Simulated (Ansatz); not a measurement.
Several settings on one geometry of AlH2(CN) (CH2AlN) (that of the charge 0 singlet, r2SCAN-D4/def2-TZVP). Ansatz on 4 threads of Arm Neoverse V1 on a shared host; times are rough.

```xyz
5

Al    0.359    0.624    0.008
H     1.928    0.542    0.060
H    -0.494    1.944   -0.027
C    -0.609   -1.052   -0.014
N    -1.185   -2.057   -0.028
```

Totals from different functionals, basis sets or treatments of relativity can't be compared as stabilities.

DK, ANO-RCC and x2c sets are all-electron and run with scalar relativity unless a key says otherwise. LC-ωPBE has ω = 0.4 bohr⁻¹. HSE06 is defined as in plane-wave codes, on full-range PBE exchange.

The spins typed aren't always the lowest for that charge.

Problem. Give the basis size and estimate the energy, ⟨S²⟩, dipole and time of these runs.

| run | method | charge | state | further keys |
| --- | --- | --- | --- | --- |
| 1 | UKS LC-ωPBE/def2-mTZVPP | 0 | singlet | point_charges: [{charge: 2.00, position_ang: [5.660, 0.898, 0.443]}]; scf: {lower_state_search: off}; forces asked |
| 2 | UKS HSE06/def2-mTZVPP | 0 | triplet | accuracy: high; scf: {omitted_lower_state_checks: [starts]} |
| 3 | RKS BLYP-D4/def2-mTZVP | 0 | singlet | final_grid: {core_spheres: 8, valence_spheres: 7, degree: 23}; point_charges: [{charge: 1.00, position_ang: [4.752, 0.297, 0.555]}]; scf: {omitted_lower_state_checks: [starts]} |
| 4 | UKS LDA (SPW92)/ANO-RCC-VTZP | 0 | triplet | forces asked |

Solution. 
```tsv
run	functions	energy (Eh)	⟨S²⟩	dipole (D)	wall time
1	75	-336.3411	0.00	2.64	0.7 s
2	75	-336.0788	2.02	–	2.4 s
3	66	-336.4890	–	–	0.25 s
4	122	-334.9540	2.00	3.75	3.9 s
```
